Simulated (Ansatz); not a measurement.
**H2F (doublet): from Hartree-Fock to the top rungs at distance H1–H2 along a hydrogen transfer = 0.855 Å, cc-pVDZ**

How much of the correlation energy of H2F (doublet) does each wave-function method recover here?

Method: cc-pVDZ, core rule «outside noble gas», up to 1 orbitals frozen; program: Ansatz 0.2.0, Gaussian basis.

The runs, in order: UHF; CCSD(T) on ROHF; CCSD(T) on UHF; BCCD(T) on ROHF; CISD; CCSDT(Q) on ROHF; CCSDT(Q) on UHF; CCSDTQ on ROHF; CCSDTQ on UHF; CASSCF and MRCISD+Q, 3 electrons in 3 orbitals; CASSCF and NEVPT2, 3 electrons in 3 orbitals; CASSCF and MRCISD+Q, 9 electrons in 6 orbitals; CASSCF and MRCISD+Q(relaxed), 9 electrons in 6 orbitals; CASSCF and NEVPT2, 9 electrons in 6 orbitals.

### 1 The system

The geometry derives from fragments relaxed apart (PBE0/def2-TZVP) and kept rigid, so it is no stationary point. A hydrogen atom is moved between rigid fragments.

3 atoms, charge 0, spin multiplicity 2.

Atoms are counted from 1 here; the program's logs count them from 0.

Bond lengths: H2–F3 1.046 Å.

### 2 UHF

File in.yaml:

```yaml
crystal:
  periodic: [false, false, false]
  atoms:
    - {symbol: H, position_ang: [0.000000, 0.000000, -0.918667]}
    - {symbol: H, position_ang: [0.000000, 0.000000, -0.063667]}
    - {symbol: F, position_ang: [0.000000, 0.000000, 0.982333]}
basis:
  gaussian: {orbitals: cc-pVDZ}
magnetization: {spin_polarized: true, initial_magnetization: 1}
hamiltonian: {xc: hf}
output: {orbitals: {seedname: orbitals}}
```

On the command line:

```bash
> ansatz run in.yaml --threads 1 --pin off --events-out ev --progress --plain --max-ram 5632MiB --backend cpu
```

After this run come: CCSD(T) on ROHF; CCSD(T) on UHF; BCCD(T) on ROHF; CISD; CCSDT(Q) on ROHF; CCSDT(Q) on UHF; CCSDTQ on ROHF; CCSDTQ on UHF; CASSCF and MRCISD+Q, 3 electrons in 3 orbitals; CASSCF and NEVPT2, 3 electrons in 3 orbitals; CASSCF and MRCISD+Q, 9 electrons in 6 orbitals; CASSCF and MRCISD+Q(relaxed), 9 electrons in 6 orbitals; CASSCF and NEVPT2, 9 electrons in 6 orbitals.

Q: Predict the results of all the runs planned. Wanted: UCCSDTQ below the RHF energy; RMP2 from UCCSDTQ; UMP2 from UCCSDTQ; RCCSD from UCCSDTQ; RCCSD(T) from UCCSDTQ; UCCSD(T) from UCCSDTQ; RCCSDT(Q) from UCCSDTQ; UCCSDT(Q) from UCCSDTQ; NEVPT2 pair from UCCSDTQ.

The runs gave:

| quantity | value |
| --- | --- |
| UCCSDTQ below the RHF energy | -6.2844 eV |
| RMP2 from UCCSDTQ | +26.7 kJ/mol |
| UMP2 from UCCSDTQ | +36.0 kJ/mol |
| RCCSD from UCCSDTQ | +9.2 kJ/mol |
| RCCSD(T) from UCCSDTQ | +1.8 kJ/mol |
| UCCSD(T) from UCCSDTQ | +1.7 kJ/mol |
| RCCSDT(Q) from UCCSDTQ | 0.0 kJ/mol |
| UCCSDT(Q) from UCCSDTQ | -0.1 kJ/mol |
| NEVPT2 pair from UCCSDTQ | +24.8 kJ/mol |
| MRCISD+Q pair from UCCSDTQ | +4.4 kJ/mol |
| NEVPT2 valence from UCCSDTQ | +66.7 kJ/mol |
| levels within 1 kcal/mol (43 meV) | RCCSD(T), UCCSD(T), BCCD(T), RCCSDT, UCCSDT, RCCSDT(Q), UCCSDT(Q), RCCSDTQ, MRCISD+Q valence, MRCISD+Q(relaxed) valence |
| T1 diagnostic | 0.023 |
| effectively unpaired electrons | 1.01 |

What this shows: RCCSD(T) lands +1.8 kJ/mol from the yardstick (0.3 % of the correlation energy). One determinant dominates. Of the multireference levels listed MRCISD+Q(relaxed) valence comes nearest in total energy (+1.0 kJ/mol), which doesn't show that its space is the better one. These misses are within one basis, not against nature; the frozen cores of restricted and unrestricted runs differ, which can shift their rows.
